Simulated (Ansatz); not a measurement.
**[GeH₃···H···CH₂], triplet along the distance Ge1-H5**

Starting geometry:

```xyz
8

Ge   -0.4780    0.0000    0.0000
H    -0.9894    1.4466    0.0000
H    -0.9894   -0.7233    1.2528
H    -0.9894   -0.7233   -1.2528
H     1.0564    0.0000    0.0000
C     2.5530    0.0000    0.0000
H     2.9675    0.0000    0.9962
H     2.9675    0.0000   -0.9962
```

From there H5 is moved from one fragment to the other while all else, the fragments' distance too, stays fixed; atoms are numbered as listed. Energies are in eV, counted from the starting geometry at the same level.

Basis cc-pVDZ; Ansatz 0.2.0. Only valence electrons are correlated (noble-gas cores and the filled d shells of p-block atoms frozen). R marks a restricted (for open shells ROHF) determinant, U an unrestricted one. Active spaces: frontier = (10e, 10o) about the gap. No spin–orbit coupling is included, and no scalar relativity.

Runs in a small pair space aren't shown, since their orbitals change along the scan.

Full CI isn't at hand for all of this; UCCSDT(Q) serves as the reference, and is uncertain by about the last step of the cluster series. The frozen core follows each run's orbitals, which can shift R against U totals by a few meV for light atoms and by up to 0.1 eV past Ca.

```
distance Ge1-H5 (Å)  UCCSDT(Q)  error RHF  error RMP2  error RCCSD(T)  error BCCD(T)  error RCCSDT  error MRCISD (frontier space)
              1.534      0.000      0.000       0.000           0.000          0.000         0.000                          0.000
              1.592     -0.103      0.099      -0.010           0.001          0.001         0.001                          0.004
              1.709     -0.334      0.217      -0.056           0.002          0.002         0.002                          0.008
              1.825     -0.589      0.156      -0.054           0.001          0.002         0.002                          0.007
              1.941     -0.712      0.033      -0.060           0.000          0.000         0.002                          0.002
```

Errors are those of relative energies. In total energy the starting point itself misses UCCSDT(Q) by: RHF 7.809, RMP2 1.542, RCCSD(T) 0.038, BCCD(T) 0.038, RCCSDT 0.008, MRCISD (frontier space) 0.516 eV.

Spread of the error over the points with a reference, to 1.941 Å (largest less smallest): RCCSD(T) 0.002, RCCSDT 0.002, BCCD(T) 0.002, MRCISD (frontier space) 0.008, RMP2 0.060, RHF 0.217 eV.
